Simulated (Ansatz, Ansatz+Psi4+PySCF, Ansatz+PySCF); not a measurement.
```
atom    x (Å)    y (Å)    z (Å)
   N   0.0000   0.0000   0.1165
   H   0.0000   0.9397  -0.2718
   H   0.8138  -0.4699  -0.2718
   H  -0.8138  -0.4699  -0.2718
```

Basis set: cc-pVTZ (spherical functions). Correlated methods keep 1 orbital frozen. Charge 0, multiplicity 1.

Computed with Ansatz (development build ahead of 0.2.0); each method stands on the lowest determinant of its kind that the runs found. Restricted open shells among the atoms or ions are ROHF, correlated in semicanonical orbitals with singles.

The atomization energy at this shape (free ground-state atoms in the same class of orbitals less the molecule, no zero-point energy) of singlet NH3:

```tsv
method	atomization energy
RHF-CCSD(T)	1205.5 kJ/mol
UHF-MP2	1199.5 kJ/mol
```

Problem. What does UHF give?

Solution. 833.3 kJ/mol.
